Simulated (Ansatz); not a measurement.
# NH2O (quartet): wave-function methods side by side at distance O1–H3 along a hydrogen transfer = 1.132 Å, cc-pVDZ

How much of the correlation energy of NH2O (quartet) does each wave-function method recover here?

Program: Ansatz 0.2.0, Gaussian basis. Level of theory: cc-pVDZ, core rule «outside noble gas», up to 2 orbitals frozen. These are calculated values, not measurements.

The runs, in order: UHF; CCSD(T) on ROHF; CCSD(T) on UHF; BCCD(T) on ROHF; CISD; CCSDT(Q) on ROHF; CCSDT(Q) on UHF; CASSCF and MRCISD+Q, 5 electrons in 5 orbitals; CASSCF and NEVPT2, 5 electrons in 5 orbitals; CASSCF and MRCISD+Q, 13 electrons in 10 orbitals; CASSCF and NEVPT2, 13 electrons in 10 orbitals.

6 further runs of the same task are left out: 6 that didn't finish.

### Step 1. The geometry

The geometry derives from fragments relaxed apart (PBE0/def2-TZVP) and kept rigid, so it is no stationary point. A hydrogen atom is moved between rigid fragments.

4 atoms, charge 0, spin multiplicity 4.

Atoms are counted from 1 here; the program's logs count them from 0.

Bond lengths: O1–H2 0.960 Å, O1–H3 1.132 Å, H3–N4 1.109 Å. Angles: H2–O1–H3 105.1°, O1–H3–N4 180.0°.

### Step 2. UHF

The input, in.yaml:

```yaml
crystal:
  periodic: [false, false, false]
  atoms:
    - {symbol: O, position_ang: [-1.008017, -0.029165, 0.000000]}
    - {symbol: H, position_ang: [-1.257327, 0.897410, 0.000000]}
    - {symbol: H, position_ang: [0.123983, -0.029165, 0.000000]}
    - {symbol: N, position_ang: [1.232983, -0.029165, 0.000000]}
basis:
  gaussian: {orbitals: cc-pVDZ}
magnetization: {spin_polarized: true, initial_magnetization: 3}
hamiltonian: {xc: hf}
output: {orbitals: {seedname: orbitals}}
```

Started as:

```bash
> ansatz run in.yaml --threads 1 --pin off --events-out ev --progress --plain --max-ram 2393MiB
```

After this run come: CCSD(T) on ROHF; CCSD(T) on UHF; BCCD(T) on ROHF; CISD; CCSDT(Q) on ROHF; CCSDT(Q) on UHF; CASSCF and MRCISD+Q, 5 electrons in 5 orbitals; CASSCF and NEVPT2, 5 electrons in 5 orbitals; CASSCF and MRCISD+Q, 13 electrons in 10 orbitals; CASSCF and NEVPT2, 13 electrons in 10 orbitals.

**Question.** What will the summary of the whole plan be? Wanted: UCCSDT(Q) below the RHF energy; RMP2 from UCCSDT(Q); UMP2 from UCCSDT(Q); RCCSD from UCCSDT(Q); RCCSD(T) from UCCSDT(Q); UCCSD(T) from UCCSDT(Q); RCCSDT(Q) from UCCSDT(Q); NEVPT2 pair from UCCSDT(Q); MRCISD+Q pair from UCCSDT(Q).

The runs gave:

```
                         quantity                                                                     value
   UCCSDT(Q) below the RHF energy                                                                -9.2332 eV
              RMP2 from UCCSDT(Q)                                                              +83.4 kJ/mol
              UMP2 from UCCSDT(Q)                                                              +92.9 kJ/mol
             RCCSD from UCCSDT(Q)                                                              +21.2 kJ/mol
          RCCSD(T) from UCCSDT(Q)                                                               +3.9 kJ/mol
          UCCSD(T) from UCCSDT(Q)                                                               +3.8 kJ/mol
         RCCSDT(Q) from UCCSDT(Q)                                                               +0.2 kJ/mol
       NEVPT2 pair from UCCSDT(Q)                                                              +86.7 kJ/mol
     MRCISD+Q pair from UCCSDT(Q)                                                               +9.5 kJ/mol
    NEVPT2 valence from UCCSDT(Q)                                                             +111.0 kJ/mol
levels within 1 kcal/mol (43 meV)  RCCSD(T), UCCSD(T), BCCD(T), RCCSDT, UCCSDT, RCCSDT(Q), MRCISD+Q valence
                    T1 diagnostic                                                                     0.030
   effectively unpaired electrons                                                                      3.01
```

RCCSD(T) misses by +3.9 kJ/mol, 0.4 % of the correlation energy. One determinant dominates. Of the multireference levels listed MRCISD+Q valence comes nearest in total energy (+4.0 kJ/mol), which doesn't show that its space is the better one. These misses are within one basis, not against nature; the frozen cores of restricted and unrestricted runs differ, which can shift their rows.
